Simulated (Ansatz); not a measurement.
Relaxed structures of H$_{2}$SO$_{2}$, singlet (PBE0-D4/def2-TZVP; forces vanish, vibrations not checked; lower isomers may exist, and structures with a doubtful reference or unclear bonds are left out; Å). Ansatz 0.2.0; basis: def2-TZVPP; cores frozen in the correlated methods.

Q: Rank them by CCSD(T) energy, lowest first, and give each one's height above the lowest. Links in brackets join atoms within 1.22 times the sum of their covalent radii (1.1 for two metals). (To be estimated.)
A.
H₂SO₂ ([OH][S][OH])
```
5
angstrom
O -1.1404 0.2099 -0.6806
S -0.4414 -0.6836 0.4975
O 0.7269 0.2943 1.0921
H -0.6912 0.0391 -1.5165
H 1.5461 0.1403 0.6075
```
B.
H₂SO₂ ([O][SH][OH])
```
5
angstrom
O -1.2089 0.0436 -0.4101
S -0.2096 -0.8297 0.1889
O 0.7984 0.0276 1.1654
H -0.7818 -1.3516 1.3247
H 1.5259 0.3568 0.6234
```
C.
a complex of H₂O + SO
```
5
angstrom
O -1.4250 -0.0389 -0.9982
S -0.2678 -0.7725 0.7957
O 0.6610 0.3488 1.1061
H -0.7221 0.1828 -1.6197
H -1.7856 0.7977 -0.6827
```

A: By the calculation: A (0.00 kcal/mol), B (5.83 kcal/mol), C (29.31 kcal/mol). Heights count from the lowest.

The T1 diagnostic stays at or below 0.018. The restricted Hartree–Fock reference is unstable towards an unrestricted one at one or more of these structures.

For scale, one of the runs: CCSD(T)/def2-TZVPP, 132 basis functions, launched by `ansatz run in.yaml --threads 2 --pin off --events-out ev --progress --plain --max-ram 4352MiB`. The run took 11 s on 2 CPU threads of an Arm Neoverse V2 (shared host), with 0.69 GiB of host memory at its peak.
